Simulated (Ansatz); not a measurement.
Relaxation of AlFH3N (6 atoms, charge 0, multiplicity 1), to a largest force component of 0.03 eV/Å in at most 50 steps.

All numbers below come from Ansatz 0.2.0, RKS B3LYP/def2-SVP.

```xyz
6
Properties=species:S:1:pos:R:3
Al 0.128 0.524 -1.201
F 1.079 -0.396 1.366
H 1.806 -0.025 0.921
N -1.603 0.060 -0.979
H -2.001 -0.394 -0.157
H -2.352 0.232 -1.650
```

Q: Where does it end, and by what steps?

A: It converged. After 6 steps the energy has fallen by 0.041 eV; F2 moved furthest, 0.51 Å.

```json
{"step": "0", "energy less start (eV)": "0.0000", "largest force component (eV/Å)": "0.157", "accepted": "yes"}
{"step": "1", "energy less start (eV)": "-0.0052", "largest force component (eV/Å)": "0.589", "accepted": "yes"}
{"step": "2", "energy less start (eV)": "-0.0251", "largest force component (eV/Å)": "0.493", "accepted": "yes"}
{"step": "3", "energy less start (eV)": "-0.0294", "largest force component (eV/Å)": "0.413", "accepted": "yes"}
{"step": "4", "energy less start (eV)": "-0.0346", "largest force component (eV/Å)": "0.314", "accepted": "yes"}
{"step": "5", "energy less start (eV)": "-0.0349", "largest force component (eV/Å)": "0.735", "accepted": "yes"}
{"step": "6", "energy less start (eV)": "-0.0410", "largest force component (eV/Å)": "0.026", "accepted": "yes"}
```

```xyz
6
Properties=species:S:1:pos:R:3
Al 0.224 0.563 -1.207
F 0.741 -0.297 1.003
H 1.651 -0.094 0.957
N -1.479 0.054 -0.885
H -1.821 -0.397 -0.037
H -2.260 0.172 -1.530
```

Time of the run: 12 s on 1 thread of Arm Neoverse V2, with other jobs on the host, peak memory 0.13 GiB.
